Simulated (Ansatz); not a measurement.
Task: a composite energy at a relaxed geometry of CH₅OSi, SMILES C[SiH]O, with the Ansatz DFT code, driven from Python. Give the script and its output. Settings (for the species named): B3LYP, def2-SVP basis, multiplicity 2.

```yaml
atoms:
  - { symbol: C, position_ang: [-0.6263, 0.8050, -0.0578] }
  - { symbol: Si, position_ang: [0.6573, -0.2976, -0.6275] }
  - { symbol: O, position_ang: [0.3426, -1.8747, -0.2232] }
  - { symbol: H, position_ang: [-1.5631, 0.5932, -0.5202] }
  - { symbol: H, position_ang: [-0.4506, 1.8763, -0.3697] }
  - { symbol: H, position_ang: [-0.7934, 0.8363, 1.0165] }
  - { symbol: H, position_ang: [1.9676, 0.0981, 0.0110] }
  - { symbol: H, position_ang: [0.5579, -2.0937, 0.7152] }
```

`composite_ch5osi.py`
```python
import itertools

import ansatz as az
from ase.data import atomic_numbers, covalent_radii
import numpy as np

molecule = (
    az.Crystal.molecule()
    .atom("C", (-0.6263, 0.805, -0.0578))
    .atom("Si", (0.6573, -0.2976, -0.6275))
    .atom("O", (0.3426, -1.8747, -0.2232))
    .atom("H", (-1.5631, 0.5932, -0.5202))
    .atom("H", (-0.4506, 1.8763, -0.3697))
    .atom("H", (-0.7934, 0.8363, 1.0165))
    .atom("H", (1.9676, 0.0981, 0.011))
    .atom("H", (0.5579, -2.0937, 0.7152))
)

calculation = molecule.calculation().basis(gaussian="def2-SVP").functional("B3LYP").spin("collinear", total=1)
symbols = [site.symbol for site in molecule.cartesian_sites]
start = np.array([site.position_ang for site in molecule.cartesian_sites], dtype=float)
data = calculation.relax(force_tolerance=0.01, max_steps=100).run().report
end = np.array(data["positions_ang"])
radius = [covalent_radii[atomic_numbers[s]] for s in symbols]
span = lambda where, i, j: np.linalg.norm(where[i] - where[j])
bonded = [(i, j) for i, j in itertools.combinations(range(len(symbols)), 2) if min(span(start, i, j), span(end, i, j)) < 1.2 * (radius[i] + radius[j])]
print("pair        before    after (A)")
for i, j in bonded:
    print(f"{symbols[i]}{i}-{symbols[j]}{j}".ljust(10), f"{span(start, i, j):8.4f} {span(end, i, j):8.4f}")

minimum = az.Crystal.molecule()
for symbol, place in zip(symbols, end):
    minimum = minimum.atom(symbol, place.tolist())
at_minimum = minimum.calculation().spin("collinear", total=1)
level = lambda method, basis: at_minimum.basis(gaussian=basis).correlation(method).run().report
small, large, cluster = level("mp2", "cc-pVDZ"), level("mp2", "cc-pVTZ"), level("ccsd_t", "cc-pVDZ")
corr = lambda each: (each["free_energy_ev"] - each["reference_energy_ev"]) / 27.211386246
mp2_limit = (27 * corr(large) - 8 * corr(small)) / 19
pieces = {"HF / cc-pVTZ": large["reference_energy_ev"] / 27.211386246, "MP2 correlation, DZ-TZ limit": mp2_limit, "CCSD(T) - MP2 / cc-pVDZ": corr(cluster) - corr(small)}
for name, value in pieces.items():
    print(f"{name:32s} {value:14.6f} Ha")
print(f"{'sum':32s} {sum(pieces.values()):14.6f} Ha")
print("T1 diagnostic", round(cluster["correlation"]["coupled_cluster"]["t1_diagnostic"], 4))
```

`python composite_ch5osi.py` gives:
```text
pair        before    after (A)
C0-Si1       1.7855   1.8824
C0-H3        1.0660   1.1011
C0-H4        1.1295   1.1018
C0-H5        1.0877   1.1040
Si1-O2       1.6582   1.6814
Si1-H6       1.5103   1.5093
O2-H7        0.9874   0.9648
HF / cc-pVTZ                        -404.645419 Ha
MP2 correlation, DZ-TZ limit          -0.573013 Ha
CCSD(T) - MP2 / cc-pVDZ               -0.046974 Ha
sum                                 -405.265406 Ha
T1 diagnostic 0.0135
```

What to keep in mind:
- These settings explore the input space; basis and method may be short of convergence.
- The sum leaves out core correlation, relativity, the Hartree-Fock basis error and zero-point energy; a DZ-TZ extrapolation is rough.
- The species is open-shell (spin multiplicity 2).
- b3lyp holds the VWN-RPA fit, as in Gaussian; the form of ORCA and Turbomole is b3lyp5.
- Inner cores stay frozen, so this is valence correlation.
- For Al to Cl the sets with a tight d function, cc-pV(X+d)Z, are usual.
- The whole script took 55 s on 1 thread of Arm Neoverse V2, with other jobs on the host, peak memory 0.39 GiB.
